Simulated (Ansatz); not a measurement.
**PH⁺, doublet: reading a ladder of total energies**

Geometry: a PBE0/def2-TZVP stationary point for this spin.

```yaml
atoms:
  - { symbol: P, position_ang: [0.0000, 0.0000, 0.0000] }
  - { symbol: H, position_ang: [0.0000, 0.0000, 1.4342] }
```

Basis cc-pVTZ; Ansatz 0.2.0. Only valence electrons are correlated (noble-gas cores frozen), which leaves 5 electrons in 43 orbitals. Prefix R: restricted or restricted open-shell reference; prefix U: unrestricted.

Full CI is exact within this basis and frozen core; it isn't the basis-set limit. The frozen core follows each run's orbitals, which can shift R against U totals by a few meV.

Runs differ by some tens of microhartree through their thresholds and, for an open shell, their frozen cores, so steps under 0.1 kcal/mol mean nothing.

```tsv
level	total energy (hartree)
UHF	-340.942641
UMP2	-341.032082
UCCSD	-341.058062
UCCSD(T)	-341.061185
UCCSDT	-341.061954
UCCSDT(Q)	-341.062029
full CI	-341.062000
```

What is the correlation energy at full CI, and what share of it do UMP2 and UCCSD recover?

E(corr) = -341.062000 − (-340.942641) = -0.119359 hartree = -3.248 eV. UMP2: -0.089441 / -0.119359 = 74.93 %. UCCSD: -0.115421 / -0.119359 = 96.70 %.

By how many kcal/mol does UCCSD(T) miss full CI (1 hartree = 627.509 kcal/mol), and which steps make up the rest?

-341.061185 − (-341.062000) = 0.000815 hartree = 0.51 kcal/mol. Steps: UCCSDT − UCCSD(T) = -0.48, UCCSDT(Q) − UCCSDT = -0.05, full CI − UCCSDT(Q) = 0.02 kcal/mol. That is within 1 kcal/mol of the reference in this basis, which itself misses far more of the correlation at the basis-set limit.
